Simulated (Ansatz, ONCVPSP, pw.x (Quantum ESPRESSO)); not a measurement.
# pw.x on bcc Ba: one setting changed

Potential: optimised norm-conserving Vanderbilt (ONCV), ONCVPSP 4.0.1.1 (patched build), PBE; core [Kr] 4d10 5s2, reference 5p6 6s2; waves: 6s: rc 3.55 bohr, ncon 4, nbas 8, qcut 1.6 1/bohr, 2 projectors, debl 1.3 Ha; 5p: rc 2.80 bohr, ncon 4, nbas 7, qcut 5.6 1/bohr, 2 projectors, debl 2 Ha; d scattering state at 0.29 Ha: rc 3.05 bohr, ncon 4, nbas 8, qcut 3.4 1/bohr, 2 projectors, debl 0.45 Ha; local part: polynomial inside 2.25 bohr (lpopt 3, dvloc0 2 Ha); core correction: none. In the d channel the program set the typed energies aside and used 0.050, 0.500 Ha.

The reference run (k-mesh 9³, cutoffs 35/140 Ry, Fermi–Dirac 0.01 Ry, mixing_beta 0.4, conv_thr 1e-9, no spin) gives 0.06 GPa at 63.608 Å³/atom, where all-electron LAPW gives 0.01 GPa. This run, with its own iteration cap, changes degauss to 0.002.

```
&control
  calculation='scf', prefix='x', pseudo_dir='./', outdir='./tmp', tstress=.true., disk_io='none'
/
&system
  ibrav=0, nat=1, ntyp=1, ecutwfc=35, ecutrho=140, nbnd=11,
  occupations='smearing', smearing='fd', degauss=0.002
/
&electrons
  conv_thr=1e-09, mixing_beta=0.4, electron_maxstep=50
/
ATOMIC_SPECIES
Ba 1.0 Ba.UPF
CELL_PARAMETERS angstrom
  -2.51468688 2.51468688 2.51468688
  2.51468688 -2.51468688 2.51468688
  2.51468688 2.51468688 -2.51468688
ATOMIC_POSITIONS crystal
Ba 0.0000 0.0000 0.0000
K_POINTS automatic
9 9 9 0 0 0
```

```bash
pw.x < Ba.scf.in > Ba.scf.out
```

Task: How does the run end?

Result: It converges in 6 iterations; the free energy moves by +39.9 meV/atom and the pressure by -0.03 GPa. In a metal, with Fermi–Dirac smearing, F lies below its zero-width value by a term in the square of the width.

```
Message from routine setup:
     using ibrav=0 with symmetry is DISCOURAGED, use correct ibrav instead
     lattice parameter (alat)  =       8.2308  a.u.
     unit-cell volume          =     429.2481 (a.u.)^3
     number of electrons       =         8.00
     number of Kohn-Sham states=           11
     kinetic-energy cutoff     =      35.0000  Ry
     charge density cutoff     =     140.0000  Ry
     scf convergence threshold =      1.0E-09
     Exchange-correlation= PBE
     number of k points=    35  Fermi-Dirac smearing, width (Ry)=  0.0020
     iteration #  1     ecut=    35.00 Ry     beta= 0.40
     total energy              =     -30.70551788 Ry
     estimated scf accuracy    <       0.00052122 Ry
     iteration #  2     ecut=    35.00 Ry     beta= 0.40
     negative rho (up, down):  7.547E-08 0.000E+00
     total energy              =     -30.70568560 Ry
     estimated scf accuracy    <       0.00021027 Ry
     iteration #  3     ecut=    35.00 Ry     beta= 0.40
     total energy              =     -30.70570892 Ry
     estimated scf accuracy    <       0.00000167 Ry
     iteration #  4     ecut=    35.00 Ry     beta= 0.40
     total energy              =     -30.70570927 Ry
     estimated scf accuracy    <       0.00000003 Ry
     iteration #  5     ecut=    35.00 Ry     beta= 0.40
     total energy              =     -30.70570928 Ry
     estimated scf accuracy    <          6.3E-09 Ry
     iteration #  6     ecut=    35.00 Ry     beta= 0.40
     the Fermi energy is     5.0087 ev
!    total energy              =     -30.70570928 Ry
     estimated scf accuracy    <          3.8E-11 Ry
     smearing contrib. (-TS)   =      -0.00030806 Ry
     The total energy is F=E-TS. E is the sum of the following terms:
     one-electron contribution =      -5.43779326 Ry
     hartree contribution      =       4.35738420 Ry
     xc contribution           =      -5.11872794 Ry
     ewald contribution        =     -24.50626422 Ry
     convergence has been achieved in   6 iterations
          total   stress  (Ry/bohr**3)                   (kbar)     P=        0.26
     Message from routine punch:
     Nothing written, as per user request (disk_io='none')
```

The run took about 8.6 s on one core of a shared host (Neoverse-N1, 64 threads, 124 GiB, load 61).
